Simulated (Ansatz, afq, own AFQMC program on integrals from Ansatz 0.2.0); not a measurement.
AFQMC, coupled cluster and functionals along a coordinate of GeH⁺, singlet

```xyz
2

Ge    0.0000    0.0000    0.0000
H     0.0000    0.0000    1.5886
```

The Ge1–H2 distance is changed with both sides rigid. Energies in mEh count from this geometry (1.589 Å) at the same level; the start stands on RHF, each point on the determinant named.

Basis cc-pVTZ. Only valence electrons are correlated. AFQMC by an in-house program on the Cholesky factors that Ansatz 0.2.0 writes for its CCSD(T) run. The CISD trial takes its coefficients from CCSD amplitudes. Released means that phaseless walkers are propagated on without the constraint, phases kept. ± is one standard error of the sampling. No spin–orbit coupling.

Cautions, each for one point or more: higher spins were not checked; inner d shell frozen; no relativity below Rb; no spin-orbit coupling; released walk and highest rung disagree; restricted determinant unstable towards unrestricted; strong correlation.

| r(Ge1–H2) / Å | det. | T1 | weight | CCSD(T) | ph-AFQMC/CISD | CCSDT(Q) | PBE | B3LYP |
| --- | --- | --- | --- | --- | --- | --- | --- | --- |
| 1.447 | RHF | 0.010 | 0.93 | 6.6 | 6.3 ± 0.2 | 6.7 | 7.8 | 6.8 |
| 1.741 | RHF | 0.012 | 0.93 | 5.2 | 5.2 ± 0.1 | 5.2 | 3.7 | 4.8 |
| 2.196 | RHF | 0.021 | 0.90 | 45.9 | 45.7 ± 0.3 | 45.7 | 42.1 | 46.3 |

Weight is that of the determinant in the CISD state; at the start T1 is 0.010 and the weight 0.93. Largest departures from CCSDT(Q), at the points where its series has closed: CCSD(T) 0.3 mEh at 2.196 (on RHF), ph-AFQMC/CISD -0.4 mEh at 1.447 (on RHF), PBE -3.6 mEh at 2.196, B3LYP 0.6 mEh at 2.196. Functionals count only at points shown to share the start's state and spin.

Some points may be missing: those where a free walk finds a much lower state, and past Zn most of those on another determinant than at the start.

CCSDT and higher add their correlation energy to the determinant of the CCSD(T) run, since their own runs factorise the integrals more tightly (a shift of under 2 meV). A walk keeps the symmetry of its determinant, which the program's search chose and which needn't be the lowest solution, so a lower state of the same spin and another symmetry isn't excluded.
